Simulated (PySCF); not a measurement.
# `C(C#C)#COC`, C$_{5}$H$_{4}$O

Geometry:
```tsv
atom	x (Å)	y (Å)	z (Å)
C1	3.488	0.168	-0.533
C2	2.288	0.222	-0.443
C3	0.936	0.263	-0.332
C4	-0.267	0.344	-0.261
O5	-1.559	0.430	-0.179
C6	-2.215	-0.650	0.464
H7	4.532	0.130	-0.615
H8	-2.046	-1.588	-0.073
H9	-1.870	-0.761	1.496
H10	-3.277	-0.407	0.454
```

Computed with PySCF 2.14.0, quadratic response PBE0/def2-SVPD first hyperpolarisability, Taylor convention, gas phase. Geometry: GFN2-xTB.

Q: Give the tensor of the second harmonic β(−2ω;ω,ω) at 1064 nm in the axes of these coordinates.

A: In au, Taylor convention; rows are the first index (the induced dipole):
```tsv
	xx	yy	zz	xy	xz	yz
x	-338.8	+13.7	-6.3	+39.4	+10.4	-14.4
y	+36.7	+51.9	+21.2	+12.5	-13.2	+0.1
z	+11.9	+0.1	-37.3	-13.5	-6.3	+21.6
```
Norm of βᵢ = ⅓ Σⱼ (βᵢⱼⱼ + βⱼᵢⱼ + βⱼⱼᵢ): 351.5 au, hyper-Rayleigh value 146.5 au.
